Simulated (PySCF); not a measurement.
carbon tetrachloride cation (CCl₄), SMILES ClC(Cl)(Cl)Cl (connectivity only; charge and spin as stated), charge +1, multiplicity 2. Geometry optimised at B3LYP-D3(BJ)/def2-SVP. The multiplicity is an assumed one; other spin states were not compared.

Calculation: B3LYP-D3(BJ)/def2-SVP in PySCF.

Harmonic wavenumbers (cm⁻¹): 159, 159, 159, 191, 299, 461, 590, 590, 687. Rotational constants (GHz): 1.731, 1.731, 1.646; symmetry number 4.

Task: Work out the zero-point energy and the ideal-gas rigid-rotor harmonic-oscillator thermochemistry at 298.15 K and 1 atm.

Result: ZPE = ½ Σ hcν = ½ × 3296 cm⁻¹ = 4.71 kcal/mol. H − E(el) = 9.33 kcal/mol. Entropy in cal/(mol K): translation 41.00, rotation 25.81, vibration 13.34, spin 1.38, total 81.53. G − E(el) = -14.98 kcal/mol. Cp = 21.45 cal/(mol K).
